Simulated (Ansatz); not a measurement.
Energy on a grid of two coordinates

Si$_{2}$H$_{5}$O (SMILES O[SiH][SiH3]), doublet, PBE0-D4/def2-TZVP minimum:

O1  (-0.929, 0.938, -1.717)
Si2  (0.090, 1.134, -0.425)
Si3  (0.314, -0.774, 0.918)
H4  (-1.806, 0.598, -1.530)
H5  (1.379, 1.582, -1.024)
H6  (1.190, -0.427, 2.069)
H7  (0.884, -1.960, 0.217)
H8  (-1.030, -1.149, 1.438)
(Å)

Rows set the bond length Si3–H7 (Å; 1.491 at the minimum), columns the dihedral angle H4–O1–Si2–Si3 (°; 52.3), set in this order; the parts move rigidly, in a bend the first-named atom's side turns in the plane, and in a torsion the whole end group turns. CCSD(T) energies count from the value at that structure, in kcal/mol. Computed with Ansatz 0.2.0 (basis: def2-TZVPP); correlated methods freeze the cores; orbitals are unrestricted.

```json
{"Si3–H7 \\ H4–O1–Si2–Si3": "1.223", "-123.7": "22.23", "-51.7": "24.11", "20.3": "22.04", "92.3": "22.06", "164.3": "22.57"}
{"Si3–H7 \\ H4–O1–Si2–Si3": "1.378", "-123.7": "3.74", "-51.7": "?", "20.3": "3.51", "92.3": "3.58", "164.3": "4.12"}
{"Si3–H7 \\ H4–O1–Si2–Si3": "1.604", "-123.7": "3.42", "-51.7": "5.16", "20.3": "3.15", "92.3": "3.29", "164.3": "3.88"}
{"Si3–H7 \\ H4–O1–Si2–Si3": "1.869", "-123.7": "18.65", "-51.7": "20.33", "20.3": "?", "92.3": "18.59", "164.3": "?"}
```

(1) Fill in the withheld cells. (To be estimated.)

The T1 diagnostic stays at or below 0.018. ⟨S²⟩ of the unrestricted Hartree–Fock references: 0.76 to 0.77 (a pure state has 0.75).

Results:

(1) Computed: (1.378, -51.7): 5.56; (1.869, 164.3): 19.25; (1.869, 20.3): 18.34 kcal/mol. These count from the CCSD(T) energy at the PBE0-D4 minimum.

The same grid for a cheaper method: PBE-D4 − CCSD(T), both counted from the minimum, in kcal/mol:
```tsv
Si3–H7 \ H4–O1–Si2–Si3	-123.7	-51.7	20.3	92.3	164.3
1.223	1.56	1.69	1.20	1.50	1.68
1.378	0.92	1.07	0.57	0.87	1.04
1.604	-0.47	-0.30	-0.82	-0.52	-0.37
1.869	-2.76	-2.56	-3.14	-2.80	-2.67
```

For scale, one of the runs: CCSD(T)/def2-TZVPP, 185 basis functions (an equivalent command: `ansatz run in.yaml --threads 4`). Hardware: 4 CPU threads, shared host. Wall time 2.3 min; peak host memory 4.4 GiB.
